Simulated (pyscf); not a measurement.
Four-centre exchange: H₃C–AlH₂ + ammonia (NH₃) -> H₃C–AlH–NH₂ + hydrogen (H₂)

Gas phase, singlet surface, charge 0. Bonds broken: Al2–H6, N8–H9. Bonds formed: Al2–N8, H6–H9. Single points on ωB97X-D3(BJ)/def2-SVP structures (PySCF, gas phase).

Transition state (Å):

```xyz
11

C     -0.5431    -2.2358    -0.0914
Al    -0.2526    -0.3943    -0.6803
H      0.4036    -2.7361     0.1746
H     -1.0107    -2.8399    -0.8893
H     -1.2031    -2.2911     0.7910
H      0.1835     0.6117     0.7975
H      0.7379     0.0604    -1.8349
N     -1.7533     0.7803    -0.4714
H     -0.7119     0.9276     0.4755
H     -2.6429     0.4635    -0.0899
H     -1.9142     1.5753    -1.0870
```

One imaginary mode, 1297i cm⁻¹; descent along it reached the two sides named, in the forms told below.

```json
[
 {"bond": "Al2–H6", "change": "breaks", "reactant side (Å)": "1.609", "saddle": "1.840", "product side": "2.6"},
 {"bond": "N8–H9", "change": "breaks", "reactant side (Å)": "1.022", "saddle": "1.415", "product side": "3.0"},
 {"bond": "Al2–N8", "change": "forms", "reactant side (Å)": "2.083", "saddle": "1.917", "product side": "1.781"},
 {"bond": "H6–H9", "change": "forms", "reactant side (Å)": "3.0", "saddle": "1.003", "product side": "0.761"}
]
```

Electronic energies relative to the separated reactants (kJ/mol):

```json
[
 {"level": "ωB97X-D3(BJ)/def2-TZVP", "barrier": "0.4", "reaction energy": "-83.5", "reverse barrier": "83.9"},
 {"level": "PBE/def2-TZVP", "barrier": "-11.9", "reaction energy": "-79.4", "reverse barrier": "67.4"},
 {"level": "r²SCAN/def2-TZVP", "barrier": "-16.1", "reaction energy": "-88.1", "reverse barrier": "72.0"},
 {"level": "B3LYP-D3(BJ)/def2-TZVP", "barrier": "0.6", "reaction energy": "-83.9", "reverse barrier": "84.5"},
 {"level": "PBE0-D3(BJ)/def2-TZVP", "barrier": "-8.6", "reaction energy": "-78.3", "reverse barrier": "69.8"},
 {"level": "M06-2X/def2-TZVP", "barrier": "-4.3", "reaction energy": "-97.1", "reverse barrier": "92.9"},
 {"level": "ωB97M-D3(BJ)/def2-TZVP", "barrier": "5.6", "reaction energy": "-80.8", "reverse barrier": "86.4"},
 {"level": "HF/def2-TZVP", "barrier": "65.5", "reaction energy": "-65.5", "reverse barrier": "131.0"}
]
```

With ωB97M-D3(BJ)/def2-TZVP energies and thermal terms (ideal gas, 1 atm, RRHO with modes under 100 cm⁻¹ raised to 100, one conformer, R ln 2 for chiral ones without a mode under 150 cm⁻¹), in kJ/mol:

| T (K) | ΔH‡ | ΔG‡ | ΔH | ΔG |
|---|---|---|---|---|
| 298 | -0.1 | 45.2 | -90.8 | -81.9 |
| 600 | 0.8 | 91.0 | -85.4 | -74.9 |
| 900 | 3.8 | 135.5 | -81.2 | -70.7 |
| 1200 | 7.3 | 178.9 | -78.2 | -67.7 |

On the reactant side the descent ends in an adduct with a Al–N contact, 127.9 kJ/mol under the separated species and 128.3 kJ/mol under the saddle at ωB97X-D3(BJ)/def2-TZVP. At PBE, r²SCAN, PBE0-D3(BJ), M06-2X the saddle lies under the separated reactants, which points to a path from their complex (located at ωB97X-D3(BJ) alone). What is counted as formed (Al–N) is already present as a longer contact in the reactant adduct; forming that adduct is a step of its own. At the saddle there is also a short Al–H contact that neither side keeps. This is the saddle that the search found; another between the same sides may lie lower.
